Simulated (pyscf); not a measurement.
**Routes from F–Si•(F)–F + hydrogen (H₂)**

Candidate steps break at most two bonds and form at most two. Each was searched with GFN2-xTB (tblite) first. Structures and frequencies: ωB97X-D3(BJ)/def2-SVP in PySCF. Energies: ωB97M-D3(BJ)/def2-TZVP, eV, from the separated reactants, doublet surface; ΔG‡ with ideal gas, 1 atm, RRHO with modes under 100 cm⁻¹ raised to 100, one conformer, R ln 2 for chiral ones without a mode under 150 cm⁻¹.

| products | type | ΔE‡ | ΔE | ΔG‡ 298 K | ΔG‡ 900 K | ν‡ (cm⁻¹) |
|---|---|---|---|---|---|---|
| F–SiH(F)–F + H• | hydrogen abstraction | 0.49 | +0.12 | 0.72 | 1.42 | 1316i |
| HF + F–SiH•–F | four-centre exchange | 2.36 | +1.29 | 2.73 | 3.45 | 1165i |
| HF + F–Si:–F [singlet] + H• | concerted fragmentation | 3.34 | +3.11 | 3.50 | 4.08 | 2255i |

Row 3: On the product side the descent ends in a complex, 0.21 eV under the separated species and 0.43 eV under the saddle at ωB97X-D3(BJ)/def2-TZVP. 

Plain bond fissions and candidates not yet searched are not listed, and one of them may be faster. Each barrier is that of the saddle found; lower ones may exist.
